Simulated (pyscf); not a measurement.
Single points on ωB97X-D3(BJ)/def2-SVP structures (PySCF, gas phase).

### Question
H₃C–Al(CH₃)–F + H atom (H•) → [H₃C–Al–CH₃]• + hydrogen fluoride (HF)
Surface: doublet. Broken: Al–F. Formed: F–H. Give ΔE‡ and ΔE from ωB97M-D3(BJ)/def2-TZVP, relative to the separated reactants.

### Answer
ΔE‡ = 35.9 kcal/mol, ΔE = +25.6 kcal/mol. Zero-point energy shifts the barrier by +0.5 kcal/mol. It is an atom transfer, with an imaginary mode of 2790i cm⁻¹. On the product side the descent ends in an adduct with a Al–F contact, 5.6 kcal/mol under the separated species and 20.2 kcal/mol under the saddle at ωB97X-D3(BJ)/def2-TZVP. What is counted as broken (Al–F) persists as a longer contact in the product adduct; parting that adduct is a step of its own. At ωB97X-D3(BJ)/def2-TZVP the barrier from the zero used here is 39.6 kcal/mol. The same reactants have a lower exit, to CH₄ + [H₃C–Al–F]• (barrier +23.7 kcal/mol at ωB97M-D3(BJ)/def2-TZVP, against +35.9 kcal/mol here). This is the saddle that the search found; another between the same sides may lie lower. The angle at the transferred F is 133°.
